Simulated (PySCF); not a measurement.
# One shape, several levels: O3 (ozone)

Wanted: a comparison of 5 runs (HF/def2-SVP, B3LYP/6-31G*, PBE0/def2-SVP, SVWN5/def2-SVP) of O3 (ozone). 

The calculation is run with PySCF 2.14.0.

### Step 1. The system as given

O3 has 3 atoms, charge 0, and is taken as a singlet. SMILES: `O=[O+][O-]`. The shape is that of a PBE0-D4/def2-TZVP optimisation.

Bond lengths: O1–O2 1.238 Å, O2–O3 1.238 Å. Angles: O1–O2–O3 118.4°.

### Step 2. Energy and forces at HF/def2-SVP (run 1)

Input file job.py:

```python
import pyscf.grad
from pyscf import gto, scf

mol = gto.Mole()
mol.atom = '''
O      1.603811    -1.012704     0.773843
O     -0.432558    -0.600177    -0.301222
O     -1.171252     1.612881    -0.472621
'''
mol.spin = 0
mol.basis = 'def2-svp'
mol.max_memory = 1860
mol.unit = 'bohr'
mol.verbose = 3
mol.build()

mf = scf.RHF(mol)
mf.conv_tol = 1e-10
mf.kernel()
if not mf.converged:
    mf = mf.newton().run(mf.mo_coeff, mf.mo_occ)

etot = mf.e_tot
print('Final energy', etot)
grad = mf.Gradients().kernel()
dip = mf.dip_moment()
pop, q = mf.mulliken_pop()
```

On the command line:

```console
$ OMP_NUM_THREADS=1 python job.py
```

Log:

```text
converged SCF energy = -224.069046809106
Final energy -224.06904680910566
--------------- RHF gradients ---------------
         x                y                z
0 O     0.0624444845    -0.0129087748     0.0329390471
1 O    -0.0395719761    -0.0549017125    -0.0275563718
2 O    -0.0228725084     0.0678104873    -0.0053826752
----------------------------------------------
Dipole moment(X, Y, Z, Debye): -0.44791, -0.62139, -0.31190
 ** Mulliken pop  **
pop of  0 O 1s            1.99222
pop of  0 O 2s            1.14225
pop of  0 O 3s            0.79042
pop of  0 O 2px           0.68810
pop of  0 O 2py           1.20781
pop of  0 O 2pz           0.77706
pop of  0 O 3px           0.30700
pop of  0 O 3py           0.69830
pop of  0 O 3pz           0.49969
pop of  0 O 3dxy          0.00435
pop of  0 O 3dyz          0.00148
pop of  0 O 3dz^2         0.00442
pop of  0 O 3dxz          0.01053
pop of  0 O 3dx2-y2       0.00897
pop of  1 O 1s            1.99175
pop of  1 O 2s            1.16746
pop of  1 O 3s            0.60725
pop of  1 O 2px           0.89083
pop of  1 O 2py           0.99099
pop of  1 O 2pz           0.79576
pop of  1 O 3px           0.36827
pop of  1 O 3py           0.37529
pop of  1 O 3pz           0.47440
pop of  1 O 3dxy          0.01642
pop of  1 O 3dyz          0.01241
pop of  1 O 3dz^2         0.00951
pop of  1 O 3dxz          0.01208
pop of  1 O 3dx2-y2       0.02235
pop of  2 O 1s            1.99222
pop of  2 O 2s            1.14225
pop of  2 O 3s            0.79042
pop of  2 O 2px           1.06584
pop of  2 O 2py           0.71193
pop of  2 O 2pz           0.89521
pop of  2 O 3px           0.62970
pop of  2 O 3py           0.27467
pop of  2 O 3pz           0.60062
pop of  2 O 3dxy          0.00862
pop of  2 O 3dyz          0.00656
pop of  2 O 3dz^2         0.00419
pop of  2 O 3dxz          0.00069
pop of  2 O 3dx2-y2       0.00970
 ** Mulliken atomic charges  **
charge of    0O =     -0.13262
charge of    1O =      0.26523
charge of    2O =     -0.13261
```

Run time: 1.3 s. Hardware: 1 thread of Intel Xeon at 2.70GHz, shared host; peak memory 0.12 GiB.

### Step 3. Energy and forces at B3LYP/6-31G(d) (spherical functions) (run 2)

Input file start.xyz:

```xyz
3

O      0.848700    -0.535900     0.409500
O     -0.228900    -0.317600    -0.159400
O     -0.619800     0.853500    -0.250100
```

Input file job.py:

```python
import pyscf.grad
from pyscf import gto, dft

mol = gto.Mole()
mol.atom = 'start.xyz'
mol.spin = 0
mol.charge = 0
mol.max_memory = 1860
mol.verbose = 4
mol.basis = '6-31g*'
mol.build()

myscf = dft.RKS(mol)
myscf.xc = 'b3lyp'
myscf.grids.level = 5
myscf.conv_tol = 1e-10
myscf.kernel()
if not myscf.converged:
    myscf = myscf.newton().run(myscf.mo_coeff, myscf.mo_occ)

energy = myscf.e_tot
print(f'total energy: {energy:.8f} hartree')
grad = myscf.Gradients().kernel()
dip = myscf.dip_moment()
pop, q = myscf.mulliken_pop()
```

On the command line:

```console
$ OMP_NUM_THREADS=1 python job.py
```

Log:

```text
PySCF version 2.14.0

[INPUT] num. atoms = 3
[INPUT] num. electrons = 24
[INPUT] charge = 0
[INPUT] spin (= nelec alpha-beta = 2S) = 0
[INPUT] symmetry False subgroup None
[INPUT] Mole.unit = angstrom
[INPUT] Symbol           X                Y                Z      unit          X                Y                Z       unit  Magmom
[INPUT]  1 O      0.848700000000  -0.535900000000   0.409500000000 AA    1.603810561918  -1.012704230154   0.773842848009 Bohr   0.0
[INPUT]  2 O     -0.228900000000  -0.317600000000  -0.159400000000 AA   -0.432558309913  -0.600177017162  -0.301222344256 Bohr   0.0
[INPUT]  3 O     -0.619800000000   0.853500000000  -0.250100000000 AA   -1.171252252005   1.612881247316  -0.472620503754 Bohr   0.0

nuclear repulsion = 70.6416483617444
number of shells = 18
number of NR pGTOs = 81
number of NR cGTOs = 42
basis = 6-31g*
ecp = {}

[... 53 lines left out ...]
converged SCF energy = -225.399588721397
total energy: -225.39958872 hartree
[... 10 lines left out ...]
Dipole moment(X, Y, Z, Debye): -0.34266, -0.47540, -0.23861
[... 7 lines left out ...]
pop of  0 O 3px           0.29190
pop of  0 O 3py           0.67066
pop of  0 O 3pz           0.43761
pop of  0 O 3dxy          0.00697
pop of  0 O 3dyz          0.00237
pop of  0 O 3dz^2         0.00686
pop of  0 O 3dxz          0.01453
pop of  0 O 3dx2-y2       0.01178
pop of  1 O 1s            1.99732
pop of  1 O 2s            0.99211
pop of  1 O 3s            0.82095
pop of  1 O 2px           0.90726
pop of  1 O 2py           0.97147
pop of  1 O 2pz           0.88478
pop of  1 O 3px           0.31457
pop of  1 O 3py           0.31395
pop of  1 O 3pz           0.43412
pop of  1 O 3dxy          0.03176
pop of  1 O 3dyz          0.02048
pop of  1 O 3dz^2         0.01483
pop of  1 O 3dxz          0.01876
pop of  1 O 3dx2-y2       0.03351
pop of  2 O 1s            1.99733
pop of  2 O 2s            0.97587
pop of  2 O 3s            0.94916
pop of  2 O 2px           1.07267
pop of  2 O 2py           0.77002
pop of  2 O 2pz           0.91434
pop of  2 O 3px           0.59267
pop of  2 O 3py           0.27581
pop of  2 O 3pz           0.53169
pop of  2 O 3dxy          0.01171
pop of  2 O 3dyz          0.01035
pop of  2 O 3dz^2         0.00558
pop of  2 O 3dxz          0.00122
pop of  2 O 3dx2-y2       0.01365
 ** Mulliken atomic charges  **
charge of    0O =     -0.12207
charge of    1O =      0.24413
charge of    2O =     -0.12206
```

It took 6.9 s on 1 thread of Intel Xeon at 2.70GHz, shared host; peak memory 0.45 GiB.

Runs 3 to 4 aren't shown in full; the table further down has their settings and results.

### Step 4. Energy and gradient at B3LYP/6-31G(d) (Cartesian functions) (run 5)

Input file geometry.xyz:

```xyz
3

O      0.848700    -0.535900     0.409500
O     -0.228900    -0.317600    -0.159400
O     -0.619800     0.853500    -0.250100
```

Input file calc.py:

```python
# O=[O+][O-]
import pyscf.grad
from pyscf import gto, dft

system = gto.M(
    atom='geometry.xyz',
    spin=0,
    cart=True,
    verbose=4,
    basis='6-31g*',
    max_memory=1860,
)

mf = dft.RKS(system, xc='b3lyp')
mf.grids.level = 5
mf.conv_tol = 1e-10
mf.kernel()
if not mf.converged:
    mf = mf.newton().run(mf.mo_coeff, mf.mo_occ)

e_final = mf.e_tot
print('Final energy', e_final)
grad = mf.Gradients().kernel()
mf.analyze()
```

On the command line:

```console
$ OMP_NUM_THREADS=1 python calc.py
```

Log:

```text
PySCF version 2.14.0

[INPUT] num. atoms = 3
[INPUT] num. electrons = 24
[INPUT] charge = 0
[INPUT] spin (= nelec alpha-beta = 2S) = 0
[INPUT] symmetry False subgroup None
[INPUT] Mole.unit = angstrom
[INPUT] Cartesian GTO integrals (6d 10f)
[INPUT] Symbol           X                Y                Z      unit          X                Y                Z       unit  Magmom
[INPUT]  1 O      0.848700000000  -0.535900000000   0.409500000000 AA    1.603810561918  -1.012704230154   0.773842848009 Bohr   0.0
[INPUT]  2 O     -0.228900000000  -0.317600000000  -0.159400000000 AA   -0.432558309913  -0.600177017162  -0.301222344256 Bohr   0.0
[INPUT]  3 O     -0.619800000000   0.853500000000  -0.250100000000 AA   -1.171252252005   1.612881247316  -0.472620503754 Bohr   0.0

nuclear repulsion = 70.6416483617444
number of shells = 18
number of NR pGTOs = 84
number of NR cGTOs = 45
basis = 6-31g*
ecp = {}

[... 66 lines left out ...]
Total Energy =                        -225.404862092205320
[... 4 lines left out ...]
DFT Exchange-Correlation Energy =      -25.528781428672431
[... 6 lines left out ...]
MO #5   energy= -1.11399007396244  occ= 2
[... 4 lines left out ...]
MO #10  energy= -0.36268697582175  occ= 2
[... 4 lines left out ...]
MO #15  energy= 0.204766424235219  occ= 0
[... 4 lines left out ...]
MO #20  energy= 0.795747320364266  occ= 0
[... 4 lines left out ...]
MO #25  energy= 0.999009128333566  occ= 0
[... 4 lines left out ...]
MO #30  energy= 1.41475996804283   occ= 0
[... 4 lines left out ...]
MO #35  energy= 2.05955133799056   occ= 0
[... 4 lines left out ...]
MO #40  energy= 2.600283496531     occ= 0
[... 4 lines left out ...]
MO #45  energy= 3.66401797343886   occ= 0
[... 12 lines left out ...]
pop of  0  O 3dxy         0.00246
pop of  0  O 3dxz         0.00424
pop of  0  O 3dyy         0.00181
pop of  0  O 3dyz         0.00079
pop of  0  O 3dzz         0.00155
pop of  1  O 1s           1.99996
pop of  1  O 2s           1.61482
pop of  1  O 3s           0.01152
pop of  1  O 2px          1.27112
pop of  1  O 2py          1.34542
pop of  1  O 2pz          1.33478
pop of  1  O 3px          0.01237
pop of  1  O 3py          0.01218
pop of  1  O 3pz          0.00588
pop of  1  O 3dxx         0.00345
pop of  1  O 3dxy         0.00544
pop of  1  O 3dxz         0.00469
pop of  1  O 3dyy         0.00397
pop of  1  O 3dyz         0.00396
pop of  1  O 3dzz         0.00328
pop of  2  O 1s           1.99996
pop of  2  O 2s           1.83115
pop of  2  O 3s           0.01118
pop of  2  O 2px          1.69754
pop of  2  O 2py          1.15094
pop of  2  O 2pz          1.46591
pop of  2  O 3px          0.00411
pop of  2  O 3py          0.00786
pop of  2  O 3pz          0.00227
pop of  2  O 3dxx         0.00153
pop of  2  O 3dxy         0.00402
pop of  2  O 3dxz         0.00036
pop of  2  O 3dyy         0.00216
pop of  2  O 3dyz         0.00271
pop of  2  O 3dzz         0.00191
 ** Mulliken atomic charges  **
charge of    0O =     -0.18357
charge of    1O =      0.36717
charge of    2O =     -0.18360
Dipole moment(X, Y, Z, Debye): -0.34336, -0.47637, -0.23910
```

Run time: 7.8 s. Hardware: 1 thread of Intel Xeon at 2.70GHz, shared host; peak memory 0.47 GiB.

### Step 5. Overview of the runs

```csv
run,level,integration grid,Cartesian functions,energy (Eh),dipole moment (D),HOMO energy (eV),LUMO energy (eV),wall time
1,HF/def2-SVP,–,no,-224.069047,0.83,-13.38,-0.85,1.3 s
2,B3LYP/6-31G* (spherical functions),5,no,-225.399589,0.63,-8.97,-4.73,6.9 s
3,PBE0/def2-SVP,5,no,-224.998377,0.65,-9.47,-4.69,8.1 s
4,SVWN5/def2-SVP,5,no,-223.679215,0.60,-7.52,-5.77,5.7 s
5,B3LYP/6-31G* (Cartesian functions),5,yes,-225.404862,0.63,-9.01,-4.76,7.8 s
```

### Step 6. Summary of results

| quantity | value |
| --- | --- |
| run 5: total energy | -225.40486 Eh |
| run 5: dipole moment | 0.63 D |
| run 5: HOMO energy | -9.01 eV |
| run 5: LUMO energy | -4.76 eV |
| run 5: HOMO–LUMO gap | 4.25 eV |
| run 5: largest force on an atom | 1.704 eV/Å |

What this shows: The dipole moment (its size) runs from 0.60 D (SVWN5/def2-SVP) to 0.83 D (HF/def2-SVP). The HOMO–LUMO gap runs from 1.75 eV (SVWN5/def2-SVP) to 12.53 eV (HF/def2-SVP). Exact exchange widens orbital gaps. Totals of different functionals can't be ranked against each other. All runs together took 30 s, the longest 8.1 s.
